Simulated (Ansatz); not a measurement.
A made-up structure of SiHCl₂ (charge +1), closed shell:

Cl1  (-1.536, -0.414, 1.025)
Si2  (0.093, 0.030, 0.058)
Cl3  (-3.111, -1.592, 1.566)
H4  (1.298, 0.410, 0.804)
(Å)

It is relaxed with PBE-D4/def2-SVP and then PBE0-D4/def2-TZVP (Ansatz 0.2.0). Atoms count as bonded within 1.22 times the sum of their covalent radii (H–H: 0.88 Å). The end point is not checked to be a true minimum.

**Question.** Does its bonding change? (Judge from chemistry; the calculation decides.)

**Answer.** Computed: No: no bond forms or breaks.

Where it ends: The first stage lowers the energy by 1.93 eV in 11 steps. It ends as SiHCl₂ ([SiH][Cl][Cl]), total charge +1:
Cl1  (-1.829, -0.384, 0.272)
Si2  (0.204, 0.397, -0.043)
Cl3  (-2.288, -1.409, 1.941)
H4  (0.656, -0.170, 1.282)
(Å)

Labels in which every atom is bracketed show which atoms are joined, not bond orders.

For scale, one of the runs: PBE0-D4/def2-TZVP relaxation, 117 basis functions, launched by `ansatz run in.yaml --threads 2 --pin off --events-out ev --progress --plain --max-ram 4352MiB`. The run took about 19 s on 2 CPU threads of an Arm Neoverse V1 (shared host).
